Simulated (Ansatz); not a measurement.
A nudged elastic band was laid between two geometries of H₅NSi (7 atoms, charge 0, multiplicity 1).

Level of theory: RKS PBE0/def2-SVP in Ansatz 0.2.0.

```json
{"movable images": "5", "climbing image": "yes", "spring": "5.0 eV/Å²", "optimiser": "quadratic models (default)", "start path": "through a guess of the saddle point", "force threshold": "0.03 eV/Å", "iteration limit": "60", "end points": "relaxed"}
```

Image 0:

```xyz
7
Properties=species:S:1:pos:R:3
Si 0.378 -0.002 0.127
N 0.844 -0.172 1.787
H 0.128 -0.323 2.489
H 1.574 0.428 2.156
H 1.621 -0.014 -0.703
H -0.379 1.245 -0.236
H -0.493 -1.162 -0.233
```

Image 6:

```xyz
7
Properties=species:S:1:pos:R:3
Si 0.174 0.424 -0.500
N 1.105 -0.096 1.263
H 0.459 -0.463 1.962
H 1.577 0.715 1.665
H 1.819 -0.804 1.091
H -0.891 1.145 0.342
H -0.570 -0.920 -0.437
```

**Question.** What changes between the two ends?

**Answer.** Bonds broken: Si1–H5. Bonds formed: N2–H5.

**Question.** What energy profile does the band end with?

**Answer.** The forces met the threshold. The highest image is number 3 of 0 to 6, 2.96 eV above the first end and 1.61 eV above the last; the last end lies 1.35 eV above the first. The profile has 2 maxima (images 1, 3) with wells between them (image 2): this band takes more than one step, which may be the mechanism or a detour left from its start path. Neighbouring images differ by up to 2.8 eV, so the band resolves the path poorly. A vibrational analysis at the climbing image gives one clearly imaginary mode, 1523i cm⁻¹: a first-order saddle point. The orbitals stay closed-shell, which can raise the energy where a bond breaks towards radicals; this wasn't checked here.

```tsv
image	path coordinate (Å)	energy (eV)	Si1–H5 (Å)	N2–H5 (Å)
0	0.00	0.00	1.49	2.61
1	1.12	0.23	1.51	2.87
2	2.25	0.14	1.49	2.53
3	3.37	2.96	1.62	1.38
4	3.90	1.88	2.04	1.04
5	4.42	1.40	2.49	1.02
6	4.94	1.35	2.60	1.02
```

**Question.** What is the geometry of the highest image?

**Answer.** 
```xyz
7
Properties=species:S:1:pos:R:3
Si 0.287 0.116 -0.225
N 0.958 -0.090 1.543
H 0.520 -0.630 2.293
H 1.486 0.696 1.913
H 1.686 -0.397 0.410
H -0.590 1.344 -0.290
H -0.673 -1.038 -0.257
```

Time of the run: 50 s on 1 thread of AMD EPYC 9R45 96-Core Processor (Zen 5), on a shared host, peak memory 0.12 GiB.
